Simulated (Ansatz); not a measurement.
Basis-set extrapolation for CHF2 (`F[CH]F`) radical (PBE0-D4/def2-TZVP geometry, frozen core, Ansatz 0.2.0). Multiplicity 2, UHF reference.

```tsv
	def2-TZVPP	def2-QZVPP
HF	-237.374615	-237.385210
MP2 correlation	-0.633478	-0.691648
CCSD(T) correlation	-0.663957	not run
```

Energies in hartree. Use E(X) = E(∞) + A·exp(−7.88·√X) for Hartree–Fock and E(X) = E(∞) + B·X^(−2.97) for correlation, with X = 3 and 4, and add CCSD(T) minus MP2 of the smaller set to the MP2 limit.

Q: What is the CCSD(T) energy at the basis-set limit?

A: HF limit: -237.385210 + (-0.010595) × 0.13774 = -237.38667. MP2 limit: -0.691648 + (-0.058170) × 0.74074 = -0.73474. Higher-order term: -0.663957 − (-0.633478) = -0.03048. Total: -238.15189 hartree, 71.1 kcal/mol below CCSD(T)/def2-TZVPP.
